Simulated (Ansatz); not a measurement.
Results of PBEsol+SOC (Ansatz, a first-principles code, PAW) for bcc Ta.

Numerical settings: plane-wave cutoff 520 eV, 28×28×28 k mesh, Fermi–Dirac smearing 0.058 eV (set by the program), PAW data made under PBE.

Computed at the level's own relaxed cell.

```yaml
crystal:
  lattice:
    - [-1.64028, 1.64028, 1.64028]
    - [1.64028, -1.64028, 1.64028]
    - [1.64028, 1.64028, -1.64028]
  atoms:
    - { symbol: Ta, position: [0.00000, 0.00000, 0.00000] }
```

### Question
Give the elastic tensor (Voigt notation, GPa, ions relaxed, in the Cartesian axes of the cell as printed).

### Answer

```
  280.0   169.3   169.3     0.0     0.0     0.0
  169.3   280.0   169.3     0.0     0.0     0.0
  169.3   169.3   280.0     0.0     0.0     0.0
    0.0     0.0     0.0    79.2     0.0     0.0
    0.0     0.0     0.0     0.0    79.2     0.0
    0.0     0.0     0.0     0.0     0.0    79.2
```

Measured, for comparison: elastic constant C11 266 GPa, elastic constant C12 158 GPa, elastic constant C44 87.4 GPa (0 K, extrapolated to 0 K; zero-point effects included; as tabulated in Wang et al. (2022), arXiv:2209.12322). Computed (rounded) less measured: elastic constant C11 +5 %, elastic constant C12 +7 %, elastic constant C44 -9 %.

Note: shear constants of such metals converge slowly with the k mesh.

The computed numbers hold no vibrational or temperature effects.
